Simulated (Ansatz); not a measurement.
O2S, SMILES O=S=O: the interaction energy of a dimer with the counterpoise correction, run with Ansatz 0.2.0, Python API.

`dimer_o2s.py`
```python
"""Binding of a O2S dimer at a trial geometry."""

import ansatz as az

FIRST = [
    ("O", (-0.9702, 0.6297, -0.4591)),
    ("S", (0.28, 0.3714, 0.1941)),
    ("O", (0.6902, -1.0011, 0.265)),
]
SECOND = [
    ("O", (-0.1264, -2.4802, -2.2658)),
    ("S", (-0.0383, -1.6952, -3.4627)),
    ("O", (1.2833, -1.407, -3.9396)),
]

def energy(atoms, ghosts=()):
    molecule = az.Crystal.molecule()
    for symbol, xyz in atoms:
        molecule = molecule.atom(symbol, xyz)
    calc = (
        molecule.calculation()
        .basis(gaussian="cc-pVDZ")
        .functional("pbe", dispersion="d3bj")
    )
    deck = calc.input()
    if ghosts:
        deck = deck.set(az.key.basis.gaussian.ghost_atoms, [{"symbol": s, "position_ang": list(xyz)} for s, xyz in ghosts])
    return az.Session.from_dict(deck).plan().execute().report["free_energy_ev"]


def main() -> None:
    # monomers in their own basis and in the basis of the dimer
    both = energy(FIRST + SECOND)
    alone = energy(FIRST) + energy(SECOND)
    ghosted = energy(FIRST, SECOND) + energy(SECOND, FIRST)
    print(f"dimer {both:.6f} eV")
    print(f"interaction, uncorrected   {(both - alone):8.3f} eV")
    print(f"interaction, counterpoise  {(both - ghosted):8.3f} eV")
    print(f"basis-set superposition    {(alone - ghosted):8.3f} eV")


if __name__ == "__main__":
    main()
```

How large is the interaction at this pose, and how much of it is basis-set superposition?

Uncorrected it is -0.062 eV, with the counterpoise correction -0.009 eV; the difference, 0.05 eV, is the superposition error.

What the script printed:

Running `python dimer_o2s.py` prints:
```text
dimer -29839.017207 eV
interaction, uncorrected     -0.062 eV
interaction, counterpoise    -0.009 eV
basis-set superposition       0.054 eV
```

Total energies depend on the basis set; only differences at equal settings carry meaning. The dimer is a generated trial pose of unrelaxed monomers, not a minimum, so the figure is no binding energy, and the basis set is small. Hardware and time: 6.9 s on 1 thread of Arm Neoverse V1 (shared host), peak memory 0.18 GiB.
